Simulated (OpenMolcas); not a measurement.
**Worked example: vertical ionisation energy of O3 (ozone)**

O3: 3 atoms, total charge 0, spin state singlet. SMILES: `O=[O+][O-]`. The shape is that of a PBE0-D4/def2-TZVP optimisation.

```xyz
3

O     0.8487   -0.5359    0.4095
O    -0.2289   -0.3176   -0.1594
O    -0.6198    0.8535   -0.2501
```

Both states at this one shape; open shells run unrestricted unless said. 1 Eh = 27.2114 eV.

| level | program | singlet O3 (Eh) | doublet [O3]+ (Eh) | HOMO of the first (eV) |
| --- | --- | --- | --- | --- |
| PBE/STO-3G | OpenMolcas | -222.132170 | -221.800619 | -2.65 |
| r2SCAN/STO-3G | OpenMolcas | -222.275131 | -221.930707 | -3.27 |

**Question.** Work out the vertical ionisation energy at each level.

**Answer.** 
1. PBE/STO-3G: -221.800619 − (-222.132170) = 0.331551 Eh = 9.02 eV; −ε(HOMO) = 2.65 eV.
2. r2SCAN/STO-3G: -221.930707 − (-222.275131) = 0.344424 Eh = 9.37 eV; −ε(HOMO) = 3.27 eV.

No measured value is set beside it here; the levels span 9.02 to 9.37 eV. In semi-local functionals −ε(HOMO) lies far under the ionisation energy, a result of self-interaction, while the difference of totals does much better. Minimal sets are far from the basis-set limit.
